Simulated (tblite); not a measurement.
# CH5BrFN: the cost of one run

Programs: tblite 0.8.0 and PySCF 2.14.0. All values are calculated, for the isolated system unless a continuum is named. Atoms count from 0, parts from 1.

## 1. The system as given

9 atoms, charge 0, multiplicity 1; geometry: rigid parts in contact. Parts: 1 = atoms 0–1, `FBr`, charge 0; 2 = atoms 2–8, `CN`, charge 0.

## 2. Search for minima with GFN2-xTB

The job: settings as JSON, then the geometry in Å.

```
{"job": {"kind": "dock", "xc": "GFN2-xTB", "basis": "xTB"}, "charge": 0, "multiplicity": 1, "parts": [{"atoms": "0-1", "charge": 0, "multiplicity": 1}, {"atoms": "2-8", "charge": 0, "multiplicity": 1}]}
Br     0.899765     0.001007    -0.002792
F     -0.899765    -0.001007     0.002792
C     -5.010122     0.169437     0.339584
N     -3.612123    -0.107737     0.059265
H     -5.511748    -0.772151     0.560170
H     -5.068432     0.805332     1.222143
H     -5.549085     0.666042    -0.480401
H     -3.530187    -0.705242    -0.756773
H     -3.116125     0.754350    -0.142225
```

Level: GFN2-xTB search for minima from random contacts, gas phase.

Command:

```bash
OMP_NUM_THREADS=1 python cluster_run.py task.json out
```

This one command runs all jobs of the session in turn.

Q: Estimate the wall time of this first job on 1 thread of Intel Xeon Platinum 8259CL at 2.50GHz, shared host.

About 12 s.
